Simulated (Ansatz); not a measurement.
## Scan of AlH2⁻, singlet

Starting geometry (PBE0/def2-TZVPD stationary point for this spin, not checked as a minimum):

```yaml
atoms:
  - { symbol: Al, position_ang: [0.0000, -0.0810, 0.0000] }
  - { symbol: H, position_ang: [0.0000, 1.0848, -1.2329] }
  - { symbol: H, position_ang: [0.0000, 1.0848, 1.2329] }
```

From there H2 moves along the line of the two atoms named below, all else staying in place; atoms are numbered as listed. Energies are in kcal/mol, counted from the starting geometry at the same level.

Basis 6-31++G** (Cartesian d functions); Ansatz 0.2.0. Only valence electrons are correlated (noble-gas cores frozen). R marks a restricted (for open shells ROHF) determinant. Active spaces: valence = (6e, 6o) chosen from the atoms' valence shells.

Runs in a small pair space aren't shown, since their orbitals change along the scan.

Full CI is exact within this basis and frozen core; it isn't the basis-set limit.

| distance Al1-H2 (Å) | full CI | unpaired electrons (full CI) | error RHF | error CISD | error BCCD(T) | error CASSCF (valence space) | error NEVPT2 (valence space) | error MRCISD+Q (valence space) |
| --- | --- | --- | --- | --- | --- | --- | --- | --- |
| 1.328 | 21.7 | 0.08 | 0.9 | 0.0 | 0.0 | 2.4 | 1.2 | -0.2 |
| 1.536 | 2.8 | 0.08 | 0.2 | 0.0 | 0.0 | 1.2 | 0.6 | -0.1 |
| 1.697 | 0.0 | 0.08 | 0.0 | 0.0 | 0.0 | 0.0 | 0.0 | 0.0 |
| 1.861 | 2.2 | 0.09 | 0.0 | 0.1 | 0.0 | -1.2 | -0.5 | 0.0 |
| 2.048 | 7.4 | 0.09 | 0.2 | 0.2 | 0.0 | -2.4 | -1.1 | 0.0 |
| 2.284 | 14.9 | 0.10 | 0.6 | 0.5 | 0.1 | -3.6 | -1.5 | 0.1 |
| 2.679 | 25.8 | 0.13 | 1.4 | 0.9 | 0.1 | -4.9 | -1.6 | 0.0 |
| 3.178 | 35.3 | 0.16 | 1.9 | 1.2 | 0.1 | -5.9 | -1.5 | 0.0 |
| 3.675 | 41.4 | 0.18 | 1.9 | 1.3 | 0.1 | -6.5 | -1.3 | 0.0 |
| 4.500 | 47.2 | 0.18 | 1.4 | 1.2 | 0.0 | 0.3 | 3.1 | 0.5 |
| 5.772 | 51.2 | 0.16 | 0.6 | 0.8 | -0.1 | -0.9 | 2.3 | -0.2 |

Unpaired electrons are Σ n²(2−n)² over natural occupations. Errors are those of relative energies. In total energy the starting point itself misses full CI by: RHF 59.7, CISD 4.1, BCCD(T) 0.4, CASSCF (valence space) 34.5, NEVPT2 (valence space) 12.4, MRCISD+Q (valence space) 0.6 kcal/mol.

Spread of the error over the points with a reference, to 5.772 Å (largest less smallest): BCCD(T) 0.2, MRCISD+Q (valence space) 0.7, CISD 1.4, RHF 1.9, NEVPT2 (valence space) 4.7, CASSCF (valence space) 9.0 kcal/mol.

Going outwards, the relative energy of RHF first misses by more than 1.0 kcal/mol at 2.679 Å.

Going outwards, the relative energy of CISD first misses by more than 1.0 kcal/mol at 3.178 Å.

Going outwards, the relative energy of NEVPT2 (valence space) first misses by more than 1.0 kcal/mol at 2.048 Å.

MRCISD+Q (valence space) stays parallel to the reference within 0.7 kcal/mol over the points shown.
